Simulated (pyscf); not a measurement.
Single points on ωB97X-D3(BJ)/def2-SVP structures (PySCF, gas phase). Correlated levels are frozen-core, on RHF or UHF. ΔMP2 is the change of the MP2 total energy from the triple- to the quadruple-zeta basis.

Q: How much does it cost (ΔH, 298 K, CCSD(T)/def2-TZVPP + ΔMP2(QZVPP)) to split H₃C–O–GeH=O (SMILES C[O][GeH]=[O]) at its Ge–O bond into H₃C–O• + [O=GeH]•?

A: Ge–O to H₃C–O• + [O=GeH]•: 367.3 kJ/mol. The radicals are drawn with the spin at the cut bond; how far it spreads was not checked. H₃C–O–GeH=O lies 100.5 kJ/mol over its isomer H₃C–Ge(=O)–OH (electronic energy, ωB97M-D3(BJ)/def2-TZVP). H₃C–O• lies 29.4 kJ/mol over its isomer •H₂C–OH (electronic energy, ωB97M-D3(BJ)/def2-TZVP). The CCSD(T) − MP2 part came from Ansatz, without density fitting, on the same reference. An open-shell T1 diagnostic exceeds 0.045. The frozen core leaves the outer d or s,p core shells of the metals and heavy elements correlated in the MP2 and CC values, and def2-TZVPP describes them poorly, which can shift differences by a few kcal/mol. Elements up to Kr have no core potential and no relativistic terms here.
